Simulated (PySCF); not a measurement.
CFCl3: calculation against experiment

**What was measured.**

From NIST CCCBDB Release 22 (SRD 101), experimental dipoles, for the gas: dipole moment (microwave Stark effect, vibrational ground state) 0.46 ± 0.02 D.

The results are set against them at the end.

CFCl3.
Numbering: `[F:1][C:2]([Cl:3])([Cl:4])[Cl:5]`

Cartesian coordinates in Å at the GFN2-xTB level; atoms count from 1:
```
atom  x, y, z in Å
F1     0.0603   -0.1410    1.3961
C2     0.0046   -0.0063    0.0667
Cl3   -0.4579    1.6606   -0.3126
Cl4    1.6028   -0.3706   -0.6039
Cl5   -1.2011   -1.1397   -0.5634
```

Runs made with PySCF (gas phase, on this GFN2-xTB geometry; no spin–orbit coupling):

```json
{"level": "B97-2/def2-QZVP", "job": "shieldings", "basis functions": "324"}
{"level": "BHandHLYP/def2-QZVP", "job": "shieldings", "basis functions": "324"}
{"level": "CAM-B3LYP/def2-QZVP", "job": "shieldings", "basis functions": "324"}
{"level": "HCTH407/def2-QZVP", "job": "shieldings", "basis functions": "324"}
{"level": "HSE06/def2-QZVP", "job": "shieldings", "basis functions": "324"}
{"level": "LC-wPBE/def2-QZVP", "job": "shieldings", "basis functions": "324"}
{"level": "OLYP/def2-QZVP", "job": "shieldings", "basis functions": "324"}
{"level": "WP04/def2-QZVP", "job": "shieldings", "basis functions": "324"}
{"level": "mPW1PW91/def2-QZVP", "job": "shieldings", "basis functions": "324"}
{"level": "revPBE/def2-QZVP", "job": "shieldings", "basis functions": "324"}
{"level": "wB97X-D/def2-QZVP", "job": "shieldings", "basis functions": "324"}
{"level": "wB97X/def2-QZVP", "job": "shieldings", "basis functions": "324"}
```

**Comparison with experiment**

**Dipole moment.** Measured: 0.46 D (NIST CCCBDB Release 22 (SRD 101), experimental dipoles).

```json
{"level": "B97-2/def2-QZVP", "computed (D)": "0.35", "computed − measured (D)": "-0.11", "% (from the printed values)": "-24"}
{"level": "BHandHLYP/def2-QZVP", "computed (D)": "0.47", "computed − measured (D)": "+0.01", "% (from the printed values)": "+2"}
{"level": "CAM-B3LYP/def2-QZVP", "computed (D)": "0.43", "computed − measured (D)": "-0.03", "% (from the printed values)": "-7"}
{"level": "HCTH407/def2-QZVP", "computed (D)": "0.30", "computed − measured (D)": "-0.16", "% (from the printed values)": "-35"}
{"level": "HSE06/def2-QZVP", "computed (D)": "0.37", "computed − measured (D)": "-0.09", "% (from the printed values)": "-20"}
{"level": "LC-wPBE/def2-QZVP", "computed (D)": "0.39", "computed − measured (D)": "-0.07", "% (from the printed values)": "-15"}
{"level": "OLYP/def2-QZVP", "computed (D)": "0.28", "computed − measured (D)": "-0.18", "% (from the printed values)": "-39"}
{"level": "WP04/def2-QZVP", "computed (D)": "0.48", "computed − measured (D)": "+0.02", "% (from the printed values)": "+4"}
{"level": "mPW1PW91/def2-QZVP", "computed (D)": "0.37", "computed − measured (D)": "-0.09", "% (from the printed values)": "-20"}
{"level": "revPBE/def2-QZVP", "computed (D)": "0.27", "computed − measured (D)": "-0.19", "% (from the printed values)": "-41"}
{"level": "wB97X-D/def2-QZVP", "computed (D)": "0.36", "computed − measured (D)": "-0.10", "% (from the printed values)": "-22"}
{"level": "wB97X/def2-QZVP", "computed (D)": "0.37", "computed − measured (D)": "-0.09", "% (from the printed values)": "-20"}
```

Closest is BHandHLYP/def2-QZVP (+0.01 D), furthest revPBE/def2-QZVP (-0.19 D); one molecule doesn't rank methods. The computed dipoles belong to one fixed geometry; measured ones are averaged over vibrations unless marked μe. Magnitudes are compared, not signs.

No measured geometry was used, and the causes of the misses weren't examined.
